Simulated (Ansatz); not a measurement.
# C4H2FN: geometry optimisation, by script

What geometry does C4H2FN take? Aim: a geometry optimisation, for C4H2FN, run from a script. SMILES: N#CC1=C(F)C1.

Program: Ansatz 0.2.0, driven from Python. Level of theory: r2SCAN/def2-SVP. These are calculated values, not measurements.

### 1 The structure

Bond lengths: N1–C2 1.160 Å, C2–C3 1.410 Å, C3–C4 1.333 Å, C4–F5 1.344 Å, C3–C6 1.440 Å, C4–C6 1.441 Å, C6–H7 1.080 Å, C6–H8 1.079 Å. Angles: N1–C2–C3 178.8°, C2–C3–C4 123.7°, C2–C3–C6 127.2°, C4–C3–C6 62.5°, C3–C4–F5 120.8°, C3–C4–C6 62.4°, F5–C4–C6 125.8°, C3–C6–C4 55.1°, C3–C6–H7 118.3°, C3–C6–H8 117.1°, C4–C6–H7 116.5°, C4–C6–H8 116.6°, H7–C6–H8 118.1°.

The script holds or builds the structure itself.

### 2 Script

The input, run_opt.py:

```python
# -*- coding: utf-8 -*-
"""Minimum-energy structure of C4H2FN."""

import ansatz as az
from ase import Atoms
import numpy as np

BASIS = "def2-SVP"
FUNCTIONAL = "r2scan"


def main():
    atoms = Atoms(["N", "C", "C", "C", "F", "C", "H", "H"], positions=[
        (2.3153, 1.0437, 0.8275),
        (1.4947, 0.4638, 0.2474),
        (0.5072, -0.2665, -0.445),
        (-0.6347, 0.264, -0.8816),
        (-0.92, 1.559, -0.662),
        (-0.7194, -0.7956, 0.0918),
        (-1.0054, -0.5083, 1.0925),
        (-1.0378, -1.7602, -0.2707),
    ])
    mol = az.Crystal.molecule_from_ase(atoms)

    base = mol.calculation()
    base = base.basis(gaussian=BASIS).functional(FUNCTIONAL)
    symbols = [site.symbol for site in mol.cartesian_sites]
    start = np.array([site.position_ang for site in mol.cartesian_sites], dtype=float)
    def progress(event):
        if event["event"] == "relax_step":
            row = event["data"]
            print(f"step {row['step']:3d}  E = {row['lagrangian_ev']:.6f} eV  largest force component {row['allowed_force_max_ev_ang']:.4f} eV/A")


    report = base.relax(force_tolerance=0.02).session().plan().execute(on_event=progress).report
    end = np.array(report["positions_ang"])

    print("reference energy %16.6f eV" % report["reference_energy_ev"])
    print("total energy     %16.6f eV" % report["free_energy_ev"])
    print("occupied orbitals outside the frozen core (up, down):", report["n_occupied"], " frozen:", report["n_frozen"], " virtual:", report["n_virtual"])

    print("final positions (A) and the move of each atom")
    for symbol, xyz, old in zip(symbols, end, start):
        print(f"{symbol:2s} {xyz[0]:10.5f} {xyz[1]:10.5f} {xyz[2]:10.5f}   {np.linalg.norm(xyz - old):7.4f}")
    with open("c4h2fn_opt.xyz", "w") as handle:
        handle.write(f"{len(symbols)}\nrelaxed C4H2FN\n")
        handle.writelines(f"{s:2s} {x:11.6f} {y:11.6f} {z:11.6f}\n" for s, (x, y, z) in zip(symbols, end))


if __name__ == "__main__":
    main()
```

### 3 The calls as engine input

The package turns the script's settings into the engine's input:

```yaml
crystal:
  periodic: [false, false, false]
  atoms:
    - { symbol: "N", position_ang: [2.3153, 1.0437, 0.8275] }
    - { symbol: C, position_ang: [1.4947, 0.4638, 0.2474] }
    - { symbol: C, position_ang: [0.5072, -0.2665, -0.445] }
    - { symbol: C, position_ang: [-0.6347, 0.264, -0.8816] }
    - { symbol: F, position_ang: [-0.92, 1.559, -0.662] }
    - { symbol: C, position_ang: [-0.7194, -0.7956, 0.0918] }
    - { symbol: H, position_ang: [-1.0054, -0.5083, 1.0925] }
    - { symbol: H, position_ang: [-1.0378, -1.7602, -0.2707] }
basis:
  gaussian:
    orbitals: def2-SVP
hamiltonian:
  xc: r2scan
relax:
  f_tol: 0.02
```

### 4 The run

The run is started by

```
$ python run_opt.py
```

What it wrote:

```text
step   1  E = -8371.558471 eV  largest force component 2.5576 eV/A
step   2  E = -8372.009119 eV  largest force component 1.5794 eV/A
step   3  E = -8372.379465 eV  largest force component 1.4542 eV/A
step   4  E = -8372.570249 eV  largest force component 1.0349 eV/A
step   5  E = -8372.689761 eV  largest force component 1.3926 eV/A
step   6  E = -8372.711937 eV  largest force component 1.0045 eV/A
step   7  E = -8372.860688 eV  largest force component 0.6017 eV/A
step   8  E = -8372.863682 eV  largest force component 0.3058 eV/A
step   9  E = -8372.869210 eV  largest force component 0.0580 eV/A
step  10  E = -8372.869444 eV  largest force component 0.0208 eV/A
step  11  E = -8372.869580 eV  largest force component 0.0080 eV/A
reference energy     -8372.869587 eV
total energy         -8372.869587 eV
occupied orbitals outside the frozen core (up, down): [21, 21]  frozen: 0  virtual: [73, 73]
final positions (A) and the move of each atom
N     2.84770    0.63673    0.66848    0.6887
C     1.73360    0.47665    0.35451    0.2621
C     0.40753    0.25581   -0.00128    0.6926
C    -0.73051    0.52700   -0.57420    0.4157
F    -1.42267    1.35186   -1.30680    0.8434
C    -0.78907   -0.74483    0.14621    0.1019
H    -1.30146   -0.80646    1.11979    0.4211
H    -0.74523   -1.69687   -0.40681    0.3288
```

Wall time 61 s (1 thread of Arm Neoverse V1, shared host); peak memory 0.26 GiB.

File c4h2fn_opt.xyz afterwards:

```xyz
8
relaxed C4H2FN
N     2.847703    0.636729    0.668480
C     1.733602    0.476655    0.354506
C     0.407535    0.255814   -0.001278
C    -0.730514    0.526997   -0.574198
F    -1.422667    1.351864   -1.306805
C    -0.789066   -0.744829    0.146215
H    -1.301462   -0.806458    1.119790
H    -0.745230   -1.696873   -0.406810
```

### 5 Size and end state of the run

From the engine's report, whether the script printed it or not:

```csv
item,value
SCF cycles in all,122
orbitals,94
total energy (eV),-8372.86959
```

### 6 How the relaxation went

Step by step:

| step | E - E(step 1) (eV) | largest force component (eV/Å) |
| --- | --- | --- |
| 1 | 0.0000 | 2.5576 |
| 2 | -0.4506 | 1.5794 |
| 3 | -0.8210 | 1.4542 |
| 4 | -1.0118 | 1.0349 |
| 5 | -1.1313 | 1.3926 |
| 6 | -1.1535 | 1.0046 |
| 7 | -1.3022 | 0.6017 |
| 8 | -1.3052 | 0.3058 |
| 9 | -1.3107 | 0.0580 |
| 10 | -1.3110 | 0.0208 |
| 11 | -1.3111 | 0.0080 |

Step 1 is the start.

Before: Bond lengths: N1–C2 1.160 Å, C2–C3 1.410 Å, C3–C4 1.333 Å, C4–F5 1.344 Å, C3–C6 1.440 Å, C4–C6 1.441 Å, C6–H7 1.080 Å, C6–H8 1.079 Å. Angles: N1–C2–C3 178.8°, C2–C3–C4 123.7°, C2–C3–C6 127.2°, C4–C3–C6 62.5°, C3–C4–F5 120.8°, C3–C4–C6 62.4°, F5–C4–C6 125.8°, C3–C6–C4 55.1°, C3–C6–H7 118.3°, C3–C6–H8 117.1°, C4–C6–H7 116.5°, C4–C6–H8 116.6°, H7–C6–H8 118.1°.

After: Bond lengths: N1–C2 1.169 Å, C2–C3 1.391 Å, C3–C4 1.303 Å, C4–F5 1.302 Å, C3–C6 1.567 Å, C4–C6 1.463 Å, C6–H7 1.102 Å, C6–H8 1.102 Å. Angles: N1–C2–C3 178.5°, C2–C3–C4 155.9°, C2–C3–C6 143.7°, C4–C3–C6 60.5°, C3–C4–F5 147.5°, C3–C4–C6 68.7°, F5–C4–C6 143.7°, C3–C6–C4 50.8°, C3–C6–H7 118.3°, C3–C6–H8 118.3°, C4–C6–H7 120.2°, C4–C6–H8 120.2°, H7–C6–H8 114.4°.

### 7 Results

| quantity | value |
| --- | --- |
| total energy | -8372.8696 eV |
| dipole moment | 3.59 D |
| moves of the relaxation | 10 |
| energy gained | 1.311 eV |
| last largest force component | 0.0080 eV/Å |

**Reading.** The relaxation took 10 moves; the largest shift is 0.843 Å, of atom 5 (F). So large a move can change the bonding: the results belong to the relaxed structure. The end point is the stationary point reached from this start; no frequency run checks that it is a minimum, and the basis set is modest.
